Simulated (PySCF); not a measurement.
Species: C4H5P.
Atom-mapped SMILES: `[CH2:1]=[CH:2][P:3]1[CH:4]=[CH:5]1`

Cartesian coordinates in Å at the GFN2-xTB level; atoms count from 1:
```xyz
10
C4H5P angstrom
C     -2.1424    0.0726   -0.0474
C     -0.8329    0.1203   -0.2429
P      0.3645   -0.4361    1.0242
C      1.8623    0.4667    0.4429
C      1.8281   -0.7396   -0.0546
H     -2.5563   -0.3001    0.8757
H     -2.8511    0.3992   -0.7921
H     -0.4180    0.4957   -1.1732
H      2.4176    1.3764    0.4981
H      2.3371   -1.4504   -0.6667
```

Probes without a nucleus sit at each ring's centroid and 1 Å off its mean plane on both sides; NICS is minus the shielding there, NICSzz its component along the normal. Level: GIAO PBE0/pcSseg-1 (PySCF, non-relativistic, gas phase) on the GFN2-xTB geometry, one conformer.

Ring bond lengths (Å), with Mayer bond orders in brackets: P3–C4 1.843 (0.90), C4–C5 1.305 (1.72), C5–P3 1.843 (0.90).

Question: Give the NICS values of each ring in ppm.

Answer: 
| ring | type | NICS(0) | NICS(1), two faces | NICS(1)zz, two faces | rms pucker (Å) | centre to ring atoms, mean (Å) |
| --- | --- | --- | --- | --- | --- | --- |
| P3–C4–C5 | 3-membered ring with P; formal bonds 1 double, 2 single | -23.5 | -4.5 / -9.2 | -13.2 / -20.5 | 0.00 | 0.96 |

Question: What can be read from them?

Answer: 
- P3–C4–C5: mean NICS(1)zz -16.8 ppm, shielded. A hydrogen on C2, outside the ring, lies 1.57 Å from a NICS(1) probe. The two faces differ by 7.3 ppm, so no symmetry operation interchanges them. NICS(0) lies 17 ppm below the mean NICS(1).

Question: How equal are the bonds by HOMA? HOMA = 1 − mean of α(R − Ropt)² over the ring bonds, with Krygowski's 1993 parameters (CC: Ropt 1.388 Å, α 257.7 Å⁻²; CP: Ropt 1.698 Å, α 118.91 Å⁻²).

Answer: 
- P3–C4–C5: HOMA -1.26; the largest term is that of C5–P3, α(R − Ropt)² = 2.51.

Question: At the first NICS(1) probe listed for ring P3–C4–C5, 1 Å off the ring, how large is the induced field along the normal in 14.1 T applied along it?

Answer: NICSzz × B0 = -13.2 ppm × 14.1 T = -186 μT, against the applied field.

Question: How shielded are the nuclei of the rings and their hydrogens (means over atoms taken as equivalent)?

Answer: 
```
  atoms           environment  σ isotropic (ppm)
     P3  phosphine phosphorus              541.7
C4 (×2)      alkene CH carbon               51.0
H9 (×2)      vinylic hydrogen              23.21
```
